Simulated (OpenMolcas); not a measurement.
# C2HF (SMILES C#CF): BMK/cc-pVTZ

What is the vertical electron affinity of C2HF at BMK/cc-pVTZ? 

The calculation is run with OpenMolcas 26.06.

## 1. Starting point

C2HF: 4 atoms, total charge 0, spin state singlet. SMILES: `C#CF`. The shape is that of a GFN2-xTB optimisation.

Bond lengths: C1–C2 1.193 Å, C2–F3 1.283 Å, C1–H4 1.046 Å. Angles: C1–C2–F3 178.8°, C2–C1–H4 178.2°.

## 2. Energy and gradient at BMK/cc-pVTZ

The input, geom.xyz:

```xyz
4

C     -0.371340     0.450560    -0.298270
C      0.301510    -0.370980     0.244360
F      1.014170    -1.273690     0.813840
H     -0.944340     1.194110    -0.759930
```

The input, job.input:

```
&gateway
 baslib=$CurrDir
 coord=geom.xyz
 basis=cc-pVTZ
 group=NoSym

&seward
 gridinput
 Grid=UltraFine
 End of Grid

&scf
 ksdft=2
 1.0 HYB_MGGA_X_BMK
 1.0 GGA_C_BMK
 prorbitals=0

&alaska
```

The basis set cc-pVTZ is read from a file made from the Basis Set Exchange's data (not shown).

Run with:

```bash
$ export MOLCAS_MEM=1860
$ pymolcas job.input > job.log
```

What it wrote:

```text
--- Start Module: gateway ---

                                              &GATEWAY

                       available to each process: 1.9 GB of memory, 1 thread

 Basis Set     1 Label: C.CC-PVTZ
 Basis set is read from library:.
 basistype.tbl is not found

 Basis Set     2 Label: F.CC-PVTZ
 Basis set is read from library:.
 basistype.tbl is not found

 Basis Set     3 Label: H.CC-PVTZ
 Basis set is read from library:.
 basistype.tbl is not found

++    Symmetry information:
      ---------------------

                    Character Table for C1

                             E
                    a        1  x, y, xy, Rz, z, xz, Ry, yz, Rx, I
--

++    Basis set information:
      ----------------------

      Basis set label: C.CC-PVTZ.........

      Electronic valence basis set:
      ------------------
      Associated Effective Charge   6.000000 au
      Associated Actual Charge      6.000000 au
      Nuclear Model: Point charge

      Shell  nPrim  nBasis  Cartesian Spherical Contaminant
         s      10       4        X
         p       5       3        X
         d       2       2                 X
         f       1       1                 X

      Basis set label: F.CC-PVTZ.........

      Electronic valence basis set:
      ------------------
      Associated Effective Charge   9.000000 au
      Associated Actual Charge      9.000000 au
      Nuclear Model: Point charge

      Shell  nPrim  nBasis  Cartesian Spherical Contaminant
         s      10       4        X
         p       5       3        X
         d       2       2                 X
         f       1       1                 X

      Basis set label: H.CC-PVTZ.........

      Electronic valence basis set:
      ------------------
      Associated Effective Charge   1.000000 au
      Associated Actual Charge      1.000000 au
      Nuclear Model: Point charge

      Shell  nPrim  nBasis  Cartesian Spherical Contaminant
         s       5       3        X
         p       2       2        X
         d       1       1                 X
--

++    Molecular structure info:
      -------------------------

                    ************************************************
                    **** Cartesian Coordinates / bohr, angstrom ****
                    ************************************************

     Center  Label                x              y              z                     x              y              z
        1      C1              -0.701731       0.851435      -0.563649             -0.371340       0.450560      -0.298270
        2      C2               0.569771      -0.701051       0.461773              0.301510      -0.370980       0.244360
        3      F3               1.916504      -2.406925       1.537935              1.014170      -1.273690       0.813840
        4      H4              -1.784544       2.256541      -1.436060             -0.944340       1.194110      -0.759930

                    ***************************************
                    *    InterNuclear Distances / bohr    *
                    ***************************************

               1 C1            2 C2            3 F3            4 H4
    1 C1       0.000000
    2 C2       2.253535        0.000000
    3 F3       4.678538        2.425246        0.000000
    4 H4       1.976843        4.229884        6.655097        0.000000

                    *******************************************
                    *    InterNuclear Distances / angstrom    *
                    *******************************************

               1 C1            2 C2            3 F3            4 H4
    1 C1       0.000000
    2 C2       1.192519        0.000000
    3 F3       2.475776        1.283385        0.000000
    4 H4       1.046100        2.238358        3.521725        0.000000

                    **************************************
                    *    Valence Bond Angles / degree    *
                    **************************************
                          Atom centers                 Phi
                      2 C2       1 C1       4 H4       178.25
                      1 C1       2 C2       3 F3       178.83

           ***************************************************************
           *              Valence Dihedral Angles / degree               *
           ***************************************************************
                    Atom centers                       Phi1     Phi2     Theta
           3 F3       2 C2       1 C1       4 H4        178.83   178.25  -171.63
--

            Nuclear Potential Energy             55.58871867 au

--- Stop Module: gateway /rc=_RC_ALL_IS_WELL_ ---

--- Start Module: seward ---

                                              &SEWARD

                       available to each process: 1.9 GB of memory, 1 thread

               SEWARD will generate:
                  Multipole Moment integrals up to order  2
                  Kinetic Energy integrals
                  Nuclear Attraction integrals (point charge)
                  One-Electron Hamiltonian integrals
                  Velocity integrals
                  Orbital angular momentum around (  0.7505  -0.9464   0.6033 )
                  Velocity quadrupole around (  0.7505  -0.9464   0.6033 )
                  Two-Electron Repulsion integrals

                   Integrals are discarded if absolute value <: 1.00E-14
                   Integral cutoff threshold is set to       <: 1.00E-16

            Nuclear Potential Energy             55.58871867 au

      Basis set specifications :
      Symmetry species         a
      Basis functions          104

--- Stop Module: seward /rc=_RC_ALL_IS_WELL_ ---
--- Module seward spent 3 seconds ---

--- Start Module: scf ---

                                                &SCF

                       available to each process: 1.9 GB of memory, 1 thread

 ###############################################################################
 ###     Minimized-density-differences option turned off!                    ###
 ###############################################################################
++    Input section:
      --------------

      Header of the integral files:

      Cartesian coordinates in angstrom:
      -----------------------------------------------------
      No.  Label        X            Y            Z
      -----------------------------------------------------
       1   C1        -0.37134000   0.45056000  -0.29827000
       2   C2         0.30151000  -0.37098000   0.24436000
       3   F3         1.01417000  -1.27369000   0.81384000
       4   H4        -0.94434000   1.19411000  -0.75993000
      -----------------------------------------------------
      Nuclear repulsion energy =   55.58871867
--

++    Orbital specifications:
      -----------------------

      Symmetry species               1
                                     a
      Frozen orbitals                0
      Occupied orbitals             11
      Secondary orbitals            93
      Deleted orbitals               0
      Total number of orbitals     104
      Number of basis functions    104
--

      Molecular charge                           0.000

      Numerical integration parameters
      --------------------------------
      Radial quadrature type:                         MHL
      Size of radial grid:                            99
      Lebedev angular grid:                           41
      Angular grid pruned with the crowding factor:  1.00E+10
                                 and fading factor:  1.00E+01
      Screening threshold for integral computation:   1.00E-11
      Radial quadrature accuracy:                     1.00E-25
      Maximum batch size:                             128
      AO values are stored on disk
      The same grid will be used for all iterations.

      DFT functional specifications
      -----------------------------
      Using Libxc version: 6.2.2
      Please cite the following reference:
      S. Lehtola, C. Steigemann, M. J.T. Oliveira, and M. A.L. Marques.,  SoftwareX 7, 1–5 (2018) doi:10.1016/j.softx.2017.11.002

      * Boese-Martin for kinetics
      * Boese-Martin correlation for kinetics

++    Optimization specifications:
      ----------------------------

      SCF Algorithm: Conventional
      D(i)-D(i-1) density differences are used
      Number of density matrices in core                 5
      Maximum number of NDDO SCF iterations            400
      Maximum number of HF SCF iterations              400
      Threshold for SCF energy change             1.00E-09
      Threshold for density matrix                1.00E-04
      Threshold for Fock matrix                   1.50E-04
      Threshold for linear dependence             1.00E-09
      Threshold at which DIIS is turned on        1.50E-01
      Maximum depth in the DIIS procedure                5
      Maximum depth in the BFGS Hessian update          30
      Threshold at which QNR/C2DIIS is turned on  7.50E-02
      Threshold for Norm(delta) (QNR/C2DIIS)      1.00E-03
      All orbitals punched on: SCFORB
--

      Input vectors read from INPORB
      Orbital file label: *Guess orbitals

++ Convergence information
                                   [...]      iterations: Energy and convergence statistics

Iter     Tot. [...]      One-elec.       Two-elec.     Energy      Max Dij or  Max Fij      DNorm      TNorm      AccCon     Time
         Energy          Energy          Energy        Change      Delta Norm                                                in Sec.
   1  -176.234175434  -361.613352973   129.790458864   0.00E+00    2.81E-01*   1.38E-01*    6.70E+00   1.25E+02   None         3.
   2  -176.358989888  -365.786462458   133.838753894  -1.25E-01*   2.06E-01*   8.64E-02*    4.97E+00   1.27E+02   EDIIS        2.
   3  -176.450985191  -364.089573325   132.049869460  -9.20E-02*   1.41E-01*   4.67E-02*    1.64E+00   1.26E+02   EDIIS        2.
   4  -176.494423905  -364.239442453   132.156299873  -4.34E-02*   5.35E-02*   2.62E-02*    7.72E-01   1.26E+02   c2DIIS       2.
   5  -176.511150551  -364.165870681   132.066001455  -1.67E-02*   8.57E-02*   2.07E-02*    4.29E-01   1.26E+02   QNRc2DIIS    2.
   6  -176.505007381  -364.628647792   132.534921736   6.14E-03*   5.54E-02*   3.90E-02*    5.33E-01   1.26E+02   QNRc2DIIS    2.
   7  -176.514413141  -364.238387773   132.135255957  -9.41E-03*   4.74E-03*   2.27E-03*    3.20E-01   1.26E+02   QNRc2DIIS    2.
   8  -176.514482808  -364.265951653   132.162750169  -6.97E-05*   9.17E-04    4.42E-04*    3.54E-02   1.26E+02   QNRc2DIIS    2.
   9  -176.514485612  -364.282680211   132.179475925  -2.80E-06*   5.84E-04    2.08E-04*    1.17E-02   1.26E+02   QNRc2DIIS    2.
  10  -176.514486068  -364.277439035   132.174234292  -4.56E-07*   1.67E-04    6.29E-05     9.62E-03   1.26E+02   QNRc2DIIS    2.
  11  -176.514486128  -364.277415407   132.174210604  -5.99E-08*   2.19E-05    7.65E-06     2.31E-03   1.26E+02   QNRc2DIIS    2.
  12  -176.514486129  -364.277476176   132.174271372  -1.05E-09*   3.57E-06    1.60E-06     3.09E-04   1.26E+02   QNRc2DIIS    2.
  13  -176.514486129  -364.277473692   132.174268889  -3.79E-11    3.97E-07    2.14E-07     7.26E-05   1.26E+02   QNRc2DIIS    2.

       Convergence after  13 Iterations
--

 *****************************************************************************************************************************
 *                                             SCF/KS-DFT Program, Final results                                             *
 *                                                       Final Results                                                       *
 *****************************************************************************************************************************

::    Total KS-DFT energy                            -176.5144861289
      One-electron energy                            -364.2774736924
      Two-electron energy                             132.1742688885
      Nuclear repulsion energy                         55.5887186750
      Kinetic energy (interpolated)                   175.5289940463
      Virial theorem                                    1.0056144120
      Total spin, S(S+1)                                0.0000000000
      Total spin, S                                     0.0000000000
      Max non-diagonal density matrix element           0.0000002267
      Max non-diagonal Fock matrix element              0.0000000342

      No orbitals printed

++    Molecular charges:
      ------------------

      Mulliken charges per centre
      ---------------------------

                C1      C2      F3      H4
      Total    6.2499  5.9021  9.0963  0.7518

      N-E     -0.2499  0.0979 -0.0963  0.2482

      Total electronic charge=   22.000000

      Total            charge=   -0.000000
--

++    Molecular properties:
      ---------------------

      Charge (e):
                      =   -0.0000
      Dipole Moment (debye):
      Origin of the operator (angstrom)=    0.3972   -0.5008    0.3192
                   X= -3.8211E-01               Y=  5.1544E-01               Z= -3.0800E-01           Total=  7.1172E-01
      Quadrupole Moment (debye*angstrom):
      Origin of the operator (angstrom)=    0.3972   -0.5008    0.3192
                  XX= -1.5712E+01              XY= -1.6773E+00              XZ=  1.0594E+00              YY= -1.4883E+01
                  YZ= -1.3529E+00              ZZ= -1.6171E+01
      In traceless form (debye*angstrom)
                  XX= -1.8537E-01              XY= -2.5160E+00              XZ=  1.5890E+00              YY=  1.0587E+00
                  YZ= -2.0294E+00              ZZ= -8.7334E-01
--

--- Stop Module: scf /rc=_RC_ALL_IS_WELL_ ---
--- Module scf spent 31 seconds ---

--- Start Module: alaska ---

                                              &ALASKA

                       available to each process: 1.9 GB of memory, 1 thread

                     Threshold for contributions to the gradient: 1.000E-07

                    ********************************************
                    * Symmetry Adapted Cartesian Displacements *
                    ********************************************

           Irreducible representation : a
           Basis function(s) of irrep: x, y, xy, Rz, z, xz, Ry, yz, Rx, I

 Basis Label        Type   Center Phase
   1   C1           x         1     1
   2   C1           y         1     1
   3   C1           z         1     1
   4   C2           x         2     1
   5   C2           y         2     1
   6   C2           z         2     1
   7   F3           x         3     1
   8   F3           y         3     1
   9   F3           z         3     1
  10   H4           x         4     1
  11   H4           y         4     1
  12   H4           z         4     1

                     No automatic utilization of translational and rotational invariance of the energy is employed.

 Rotational correction to the DFT gradient is turned off due to close-to-degeneracy problems!

 DFT contribution computed for a moving grid.

 Conventional ERI gradients!

 **************************************************
 *              Molecular gradients               *
 **************************************************

  Irreducible representation: a
 ------------------------------------------------------------------------------------------
                              X                       Y                       Z
 ------------------------------------------------------------------------------------------
  C1               -1.00611773626289E-02    1.11117741504412E-02   -8.17321609922050E-03
  C2               -6.18981222879555E-03    9.47767614136685E-03   -4.65538713420099E-03
  F3                9.32203381065300E-03   -1.22635656953349E-02    7.29770577259004E-03
  H4                6.92895578077013E-03   -8.32588459643313E-03    5.53089746084101E-03
 ------------------------------------------------------------------------------------------

--- Stop Module: alaska /rc=_RC_ALL_IS_WELL_ ---
--- Module alaska spent 4 seconds ---

.##################.
.# Happy landing! #.
.##################.

    Timing: Wall=39.84 User=36.04 System=3.78
```

Wall time 40 s (1 thread of Arm Neoverse V1, shared host); peak memory 0.59 GiB.

[end of part 1 of 2]
